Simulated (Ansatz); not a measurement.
Interaction energy ladder

The pair of H₂S (SMILES S, atoms 1–3) and SiH₄O (SMILES [SiH3]O, atoms 4–9), both closed shells, in one local arrangement (a lower one may exist), relaxed at PBE0-D4/def2-TZVP:

```xyz
9
angstrom
S 0.2740 -0.3178 -2.9854
H 0.1319 -0.5991 -1.6765
H -1.0499 -0.2025 -3.1667
Si 0.0809 0.5739 1.4176
O 0.0120 -0.7928 0.4866
H 1.4660 0.8337 1.8933
H -0.3765 1.6729 0.5395
H -0.8077 0.4564 2.6051
H 0.2692 -1.6247 0.8864
```

Program: Ansatz 0.2.0. Basis: def2-TZVPPD, with def2-QZVPPD for the basis limit. Cores are frozen in the correlated methods. B3LYP uses VWN-RPA correlation. Extrapolation: Hartree–Fock as exp(−7.88 √X), correlation as X^−2.97. Interaction energies count from these two fragments, frozen as in the pair, with the counterpoise correction; negative means bound.

(1) What is the interaction energy by CCSD(T) at an estimated basis limit (MP2 extrapolated from triple and quadruple zeta, plus CCSD(T) − MP2 in triple zeta)? (To be estimated.)

(2) Which atoms make the shortest contact between the fragments?

No T1 diagnostic of these runs exceeds 0.012.

Results:

(1) Computed: -10.3 kJ/mol. Hartree–Fock alone gives -2.0 kJ/mol at the basis limit. It counts from the two fragments frozen as in the pair.

The same quantity by other methods in triple zeta, and each one's difference from that estimate:
```json
{"method": "PBE-D4", "E_int (kJ/mol)": "-12.0", "difference": "-1.8"}
{"method": "revPBE-D4", "E_int (kJ/mol)": "-10.1", "difference": "0.2"}
{"method": "BLYP-D4", "E_int (kJ/mol)": "-10.5", "difference": "-0.3"}
{"method": "r2SCAN-D4", "E_int (kJ/mol)": "-10.3", "difference": "0.0"}
{"method": "B97M-V", "E_int (kJ/mol)": "-9.8", "difference": "0.4"}
{"method": "PBE0-D4", "E_int (kJ/mol)": "-11.6", "difference": "-1.3"}
{"method": "B3LYP-D4", "E_int (kJ/mol)": "-11.1", "difference": "-0.9"}
{"method": "HSE06-D4", "E_int (kJ/mol)": "-11.6", "difference": "-1.3"}
{"method": "wB97X-V", "E_int (kJ/mol)": "-9.9", "difference": "0.4"}
{"method": "wB97M-V", "E_int (kJ/mol)": "-9.4", "difference": "0.8"}
{"method": "B2PLYP", "E_int (kJ/mol)": "-7.2", "difference": "3.0"}
{"method": "HF", "E_int (kJ/mol)": "-2.0", "difference": "8.3"}
{"method": "MP2", "E_int (kJ/mol)": "-9.6", "difference": "0.7"}
{"method": "CCSD", "E_int (kJ/mol)": "-7.7", "difference": "2.6"}
{"method": "CCSD(T)", "E_int (kJ/mol)": "-8.9", "difference": "1.4"}
```
Differences are method less estimate.

(2) H2 and O5, 2.18 Å apart.

Basis-set superposition shift (counterpoise-corrected less uncorrected): CCSD(T) 2.0; MP2 2.0; HF 0.2; PBE0-D4 0.3; wB97M-V 0.2 kJ/mol.

For scale, one of the runs: CCSD(T)/def2-TZVPPD, 241 basis functions, launched by `ansatz run in.yaml --threads 4 --pin off --events-out ev --progress --plain --max-ram 9574MiB`. Time: 97 s of wall clock on 4 CPU threads of an Arm Neoverse N1; the host was shared. Peak host memory: 4.3 GiB.
